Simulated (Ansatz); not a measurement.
Results of r²SCAN-D4 (Ansatz, an electronic-structure program, PAW) for zinc-blende HgTe.

Run with plane-wave cutoff 500 eV, 10×10×10 k mesh, Fermi–Dirac smearing 0.05 eV, scalar-relativistic PAW data made under PBE.

Computed at the level's own relaxed cell.

### Question
Predict the volume per atom and equilibrium lattice constant a.

### Answer

- volume per atom = 35.03 Å³/atom
- equilibrium lattice constant a = 6.544 Å

The run finds no gap.

Measured, for comparison: equilibrium volume per atom 33.70 Å³/atom, lattice constant a 6.46 Å (room temperature, no zero-point or thermal correction; as tabulated in Cava et al. (2013), arXiv:1302.1059). Computed (rounded) less measured: equilibrium volume per atom +3.9 %, lattice constant a +1.3 %.

Spin–orbit coupling is not included; it can shift volumes and moduli of such heavy elements.

The computed numbers hold no vibrational or temperature effects.

It cost about 50 core-seconds (a rough figure) of CPU time.
